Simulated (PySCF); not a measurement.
Gas-phase reaction: Al2H6 + HCN + CH2 = 2 AlCH3 + NH3

Method: PySCF energies plus ideal-gas RRHO corrections (1 bar). † marks an energy on the PBE0/def2-TZVP geometry and frequencies; other levels use their own. Open shells (unrestricted): CH2 (multiplicity 3); the rest are closed-shell singlets. B3LYP is the form with VWN-RPA correlation. Al2H6, AlCH3: computed as isolated molecules; such fragments, hydroxides, amides, oligomers or adducts are transient or little studied in the gas. The harmonic model lacks anharmonicity and excited electronic states, which grow with temperature; levels with a mode under 35 cm⁻¹ are left out.

| level | ΔE electronic, kJ | ΔH°(298 K), kJ | ΔS°(298 K), J/K | ΔG°(1800 K), kJ |
|---|---|---|---|---|
| B3LYP/def2-TZVP† | -377 | -315 | 1 | -275 |
| M06-2X/def2-TZVP† | -399 | -338 | 1 | -297 |
| PBE/def2-SVP | -383 | -324 | 1 | -284 |
| PBE/def2-TZVP† | -402 | -340 | 1 | -299 |
| PBE0/def2-QZVP† | -403 | -341 | 1 | -300 |
ΔH° is lowest at PBE0/def2-QZVP† and highest at B3LYP/def2-TZVP†. No reference value is set beside these.
